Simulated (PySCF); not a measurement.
Compound: acetophenone, C8H8O.
Geometry (GFN2-xTB, Å), atoms numbered from 1 in this order:
```xyz
17
C8H8O angstrom
C     -2.6122   -0.1326    0.6673
C     -1.6806    0.5806   -0.2831
O     -2.0915    1.3987   -1.0759
C     -0.2362    0.2361   -0.2049
C      0.2847   -0.6988    0.6886
C      1.6412   -0.9664    0.7020
C      2.4946   -0.3099   -0.1704
C      1.9876    0.6212   -1.0627
C      0.6335    0.8910   -1.0783
H     -2.5677   -1.2067    0.4996
H     -2.3267    0.0743    1.6966
H     -3.6285    0.2154    0.4995
H     -0.3599   -1.2224    1.3770
H      2.0362   -1.6922    1.3977
H      3.5529   -0.5246   -0.1535
H      2.6487    1.1352   -1.7446
H      0.2169    1.6131   -1.7648
```

Computed, not measured: wB97X-D/def2-SVPD in PySCF (dipole) on a GFN2-xTB geometry, gas phase.

Take the most abundant isotopes and a rigid rotor. The values belong to one conformer with, in the numbering `[CH3:1][C:2](=[O:3])[c:4]1[cH:5][cH:6][cH:7][cH:8][cH:9]1`, C1–C2–C4–C5 0°.

Q: Give the principal moments of inertia and the rotational constants in cm⁻¹.

A: Ia = 135.72, Ib = 409.39, Ic = 541.96 u·Å²; 505379 MHz·u·Å²/I gives 3724, 1234 and 932.5 MHz, that is A = 0.12421, B = 0.04118, C = 0.03111 cm⁻¹.

Q: Classify the top.

A: An asymmetric top. Ray's parameter κ = (2B − A − C)/(A − C) = -0.784; −1 is the prolate and +1 the oblate limit.

Q: Is it planar, by Δ = Ic − Ia − Ib?

A: Not planar: Δ = Ic − Ia − Ib = -3.16 u·Å². For a rigid frame Δ = −2 Σ m c², so Σ m c² = 1.58 u·Å² lies off the ab plane, practically all of it from hydrogen. The atom farthest from that plane is 0.89 Å away.

Q: Predict some low-J microwave lines.

A: The dipole components are |μa| = 2.05 D, |μb| = 2.50 D, |μc| = 0.00 D; the mirror of this Cs structure is the ab plane, so μc vanishes by symmetry and there are no c-type lines. Intensities carry the squares of the components, which stand as 0.67 : 1.00 (a : b). Some lines, for components of 0.1 D or more:

```tsv
type	branch	J(Ka,Kc)	MHz	lower level (cm⁻¹)
a	Q	1(1,0) ← 1(1,1)	302	0.155
a	Q	2(1,1) ← 2(1,2)	906	0.290
a	Q	3(1,2) ← 3(1,3)	1810	0.491
b	R	2(0,2) ← 1(1,1)	1819	0.155
a	R	1(0,1) ← 0(0,0)	2167	0.000
b	Q	1(1,0) ← 1(0,1)	2791	0.072
b	Q	2(1,1) ← 2(0,2)	3119	0.216
b	Q	3(1,2) ← 3(0,3)	3657	0.429
a	R	2(1,2) ← 1(1,1)	4032	0.155
b	R	3(0,3) ← 2(1,2)	4186	0.290
a	R	2(0,2) ← 1(0,1)	4308	0.072
b	R	1(1,1) ← 0(0,0)	4656	0.000
a	R	3(1,3) ← 2(1,2)	6032	0.290
a	R	3(0,3) ← 2(0,2)	6399	0.216
a	R	3(2,2) ← 2(2,1)	6501	0.569
a	R	3(1,2) ← 2(1,1)	6937	0.320
b	Q	3(2,1) ← 3(1,2)	7160	0.551
b	Q	2(2,0) ← 2(1,1)	7494	0.320
b	Q	2(2,1) ← 2(1,2)	8374	0.290
b	Q	3(2,2) ← 3(1,3)	8842	0.491
b	Q	3(3,0) ← 3(2,1)	13090	0.790
b	R	3(2,2) ← 2(1,1)	13969	0.320
b	R	3(3,1) ← 2(2,0)	19692	0.570
```

Q: Estimate the classical rotational partition function at 10 K, 298.15 K and 500 K.

A: Point group Cs, symmetry number σ = 1; q = (√π/σ)·√((kT/h)³/(ABC)), k/h = 20836.6 MHz/K: 2570 at 10 K, 419000 at 298.15 K, 910000 at 500 K.

Stationary, but not proved a minimum. Zero-point vibration and centrifugal distortion are left out. A rigid rotor knows nothing of internal rotation, which can split or shift real lines.
